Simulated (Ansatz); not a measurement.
C2H6N2 can be A, `CC(=N)N`, or B, `N=CCN`.

Gas-phase electronic energies from Ansatz, PBE0-D4/def2-TZVP geometries. CCSD(T)/CBS adds triple-zeta CCSD(T) − MP2 to the extrapolated MP2 energy (def2 sets, frozen cores). Functionals use def2-TZVPP. B3LYP here is the variant with VWN-RPA as its local correlation; programs differ in this. One conformer a species, not always the lowest.

A:

```xyz
10

C    -0.619   -0.295   -1.047
C     0.203   -0.244    0.205
N     0.657   -1.322    0.705
N     0.433    1.030    0.677
H    -0.708   -1.327   -1.373
H    -1.618    0.114   -0.872
H    -0.151    0.297   -1.838
H     1.201   -1.142    1.550
H     0.790    1.125    1.612
H    -0.187    1.764    0.382
```

B:

```xyz
10

N     1.133   -0.980    0.562
C    -0.105   -0.728    0.596
C    -0.699    0.406   -0.188
N     0.210    1.192   -0.985
H     1.362   -1.779    1.150
H    -0.822   -1.311    1.192
H    -1.488   -0.006   -0.830
H    -1.228    1.060    0.517
H     0.698    0.580   -1.630
H     0.938    1.565   -0.385
```

(1) Which is lower in electronic energy at CCSD(T)/CBS, and by how much? (Estimate.)

(2) Give E(B) − E(A) in kcal/mol with MP2/def2-TZVPP, PBE0-D4, B2PLYP, B3LYP-D4, CCSD(T)/def2-TZVPP, HF/def2-TZVPP, CCSD/def2-TZVPP. (An estimate is asked.)

(3) Does the order hold for the free energy at 298.15 K (harmonic terms from PBE0-D4)? (Best estimate.)

Largest T1 diagnostic: 0.012.

## Answers

(1) Computed: A, by 15.1 kcal/mol.

(2) The calculation gave: MP2/def2-TZVPP 16.1, PBE0-D4 17.0, B2PLYP 16.3, B3LYP-D4 16.6, CCSD(T)/def2-TZVPP 14.7, HF/def2-TZVPP 15.3, CCSD/def2-TZVPP 14.5. None reverses the order clearly.

(3) Ansatz gave: Yes: G(B) − G(A) = +15.4 kcal/mol, for one conformer each.

At CCSD(T), def2-SVP lies −1.0 kcal/mol from the extrapolated value and def2-TZVPP −0.4 kcal/mol. Leaving LDA and LC-ωPBE aside and taking each functional with its dispersion term where it has one, the values, not all of them listed here, spread over 2.1 kcal/mol, from ωB97M-V to r2SCAN-D4. LDA lies +1.8 kcal/mol from PBE without D4.
